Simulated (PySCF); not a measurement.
## Spin-rotation constants: `CC(C=C)(F)F`, C4H6F2

Cartesian coordinates in Å; atom numbers follow the order of the lines, from 1:
```xyz
12

C     1.921    0.253   -0.288
C     0.866    0.169    0.498
C    -0.535    0.487    0.056
C    -1.413   -0.750   -0.076
F    -1.109    1.351    0.954
F    -0.535    1.170   -1.126
H     1.835    0.575   -1.312
H     2.907    0.007    0.064
H     0.932   -0.141    1.531
H    -2.401   -0.452   -0.419
H    -1.498   -1.239    0.890
H    -0.968   -1.430   -0.797
```

Method used: GIAO HF/aug-pcSseg-1 magnetisability, rotational g tensor and spin-rotation constants, non-relativistic, gas phase (PySCF 2.14.0). Geometry: GFN2-xTB.

(1) Give the nuclear spin-rotation constants along the inertial axes (H = +C I·J) beside the isotropic shieldings.

(2) How do the rotational constants and the g tensor change when H7, H8, H9, H10, H11, H12 are replaced by deuterium?

Results:

(1) Rotational constants 5.0191, 2.8328, 2.8107 GHz. A star marks the isotopologue with that one atom substituted, in its own axes.
| atom | isotope | Caa (kHz) | Cbb (kHz) | Ccc (kHz) | mean (kHz) | σ (ppm) |
| --- | --- | --- | --- | --- | --- | --- |
| F5 | 19F | 6.000 | 1.667 | 2.350 | 3.339 | 319.3 |
| F6 | 19F | 5.155 | 1.654 | 2.108 | 2.973 | 334.3 |
| H7 | 1H | -0.510 | -0.035 | -0.023 | -0.190 | 26.0 |
| H8 | 1H | 0.242 | -0.257 | -0.250 | -0.088 | 26.4 |
| H9 | 1H | -0.536 | -0.041 | -0.010 | -0.196 | 26.0 |
| H10 | 1H | 0.024 | -0.279 | -0.284 | -0.180 | 30.1 |
| H11 | 1H | -0.558 | -0.043 | -0.213 | -0.271 | 30.4 |
| H12 | 1H | -0.390 | -0.308 | -0.051 | -0.250 | 30.6 |
| C1 | 13C* | 1.786 | 0.723 | 0.750 | 1.086 | 67.1 |
| C2 | 13C* | 1.731 | 1.005 | 0.735 | 1.157 | 50.6 |
| C3 | 13C* | 1.387 | 0.816 | 0.706 | 0.969 | 80.4 |
| C4 | 13C* | 0.721 | 0.391 | 0.432 | 0.514 | 165.2 |

For the geometry as given, no vibrational averaging.

(2) Constants 4.3838, 2.4529, 2.4057 GHz; g -0.0267, -0.0036, -0.0095, against -0.0297, -0.0085, -0.0066 before.
